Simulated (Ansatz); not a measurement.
The input, for Ansatz 0.2.0:

```yaml
crystal:
  periodic: [false, false, false]
  atoms:
    - {symbol: Si, position_ang: [0.000676, -0.119571, 1.567904]}
    - {symbol: As, position_ang: [-0.000157, 0.048422, -0.607570]}
    - {symbol: H, position_ang: [0.047807, 1.195766, 2.313943]}
    - {symbol: H, position_ang: [-0.054970, -1.463295, -0.840850]}
basis:
  gaussian: {orbitals: cc-pVDZ}
magnetization: {spin_polarized: false, initial_magnetization: 1}
correlation: {method: ccsdt_q, electrons: outside_noble_gas}
```

```sh
$ ansatz run in.yaml --threads 1 --pin off --events-out ev --progress --plain --max-ram 2393MiB
```

The program prints:

```
1086 factors; integrals over basis functions are off by at most 1.7e-7 eV
mean field evaluation 1: about -68686.1396 eV, gradient 9.8e0 eV
mean field evaluation 2: about -68686.1617 eV, gradient 9.8e0 eV
mean field evaluation 4: about -68686.8529 eV, gradient 2.7e0 eV
mean field evaluation 8: about -68686.9412 eV, gradient 3.9e-1 eV
mean field evaluation 16: about -68686.9478 eV, gradient 2.2e-6 eV
mean field evaluation 32: about -68686.2358 eV, gradient 1.3e0 eV
mean field evaluation 64: about -68686.2640 eV, gradient 9.8e-1 eV
mean field evaluation 96: about -68683.1692 eV, gradient 5.9e-2 eV
mean field evaluation 128: about -68684.0023 eV, gradient 2.6e-2 eV
mean field evaluation 160: about -68681.5718 eV, gradient 1.5e-3 eV
...
mean field -68686.94777065 eV, -2524.1987728859 hartree, gradient 2.2e-6 eV, S^2 0.750000; 6 other end points of the search recorded, 0 dependent functions left out
...
determinant -68686.94777065 eV, -2524.1987728859 hartree, with singles and doubles -68693.04017254 eV, -2524.4226645258 hartree
determinant -68686.27532528 eV, -2524.1740609746 hartree, with singles and doubles -68692.03512286 eV, -2524.3857296312 hartree
determinant -68684.00234185 eV, -2524.0905303740 hartree, with singles and doubles -68690.30623658 eV, -2524.3221942324 hartree
unrestricted determinant -68687.25147438 eV, -2524.2099337922 hartree, S^2 1.2503
19 core orbitals not correlated: weight in the atoms' cores, before any rotation towards them, 1.000 or more for the frozen orbitals, at most 0.000 for the correlated occupied ones
reference -68686.94777065 eV, -2524.1987728859 hartree; 6, 5 occupied and 30, 31 virtual orbitals, 1086 factors
second order -5.13795229 eV of doubles, -0.04954587 eV of singles
...
cycle  13  -6.41798548 eV  change   -2.1e-4 eV  update   1.3e-4
cycle  14  -6.41804976 eV  change   -6.4e-5 eV  update   6.4e-5
cycle  15  -6.41806785 eV  change   -1.8e-5 eV  update   3.9e-5
cycle  16  -6.41805874 eV  change    9.1e-6 eV  update   2.4e-5
cycle  17  -6.41805394 eV  change    4.8e-6 eV  update   1.3e-5
cycle  18  -6.41805002 eV  change    3.9e-6 eV  update   7.3e-6
cycle  19  -6.41805014 eV  change   -1.1e-7 eV  update   3.6e-6
cycle  20  -6.41805036 eV  change   -2.2e-7 eV  update   2.2e-6
cycle  21  -6.41805105 eV  change   -6.9e-7 eV  update   1.2e-6
cycle  22  -6.41805128 eV  change   -2.3e-7 eV  update   7.3e-7
perturbative correction -0.02126737 eV, -0.0007815615 hartree
Total energy: -68693.38708930 eV, -2524.4354134818 hartree
```

Ran on 1 thread of Arm Neoverse V1, shared host: 64 s wall, 0.41 GiB peak host memory.
